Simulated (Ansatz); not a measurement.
# NH2− (SMILES [NH2-]): functionals against CCSD(T) at one geometry

An exercise on one series of results from a longer session: the logs are not shown, and one member is left open.

Method: single points in def2-TZVPPD; program: Ansatz 0.2.0, Gaussian basis.

Correlated methods freeze the cores.

## The starting structure

SMILES `[NH2-]`, 3 atoms, charge -1, spin multiplicity 1.

Atoms are counted from 1 here; the program's logs count them from 0.

Bond lengths: N1–H2 1.104 Å, N1–H3 0.938 Å. Angles: H2–N1–H3 94.9°.

Geometry (Å):

```xyz
3
H2N
N     0.3473   -0.1399    0.2251
H    -0.0061    0.9047    0.1831
H    -0.4443   -0.5054   -0.1197
```

The first run:

File run/in.yaml:

```yaml
crystal:
  periodic: [false, false, false]
  atoms:
    - {symbol: N, position_ang: [0.347300, -0.139900, 0.225100]}
    - {symbol: H, position_ang: [-0.006100, 0.904700, 0.183100]}
    - {symbol: H, position_ang: [-0.444300, -0.505400, -0.119700]}
basis:
  gaussian: {orbitals: "def2-TZVPPD.json"}
total_charge: -1
correlation: {method: ccsd_t}
output: {forces: true}
```

The basis file named in the input lies beside it (Basis Set Exchange, JSON).

No record of the launch command was kept for these runs.

Steps of the session up to this table: CCSD(T)/def2-TZVPPD; PBE0-D4/def2-TZVPPD; wB97M-V/def2-TZVPPD; r2SCAN-D4/def2-TZVPPD; PBE-D4/def2-TZVPPD; BHLYP-D4/def2-TZVPPD; r2SCANh-D4/def2-TZVPPD.

One of the session's tables, all rows but one given; the rest of the session is left out.

| method | RMS force component (eV/Å) | angle to CCSD(T) forces (°) |
| --- | --- | --- |
| CCSD(T) | 2.559 | reference |
| PBE0-D4 | 2.556 | 2.0 |
| wB97M-V | 2.514 | 2.7 |
| r2SCAN-D4 | 2.541 | 0.6 |
| PBE-D4 | ? | ? |
| BHLYP-D4 | 2.449 | 7.5 |
| r2SCANh-D4 | 2.525 | 2.2 |

Estimate the missing values for PBE-D4.

**Answer.** RMS force component (eV/Å): 2.628; angle to CCSD(T) forces (°): 3.2. In the column «RMS force component (eV/Å)» it is the highest.

To keep in mind: The anion's highest level is positive in at least one run, so there the basis alone may hold the extra electron.
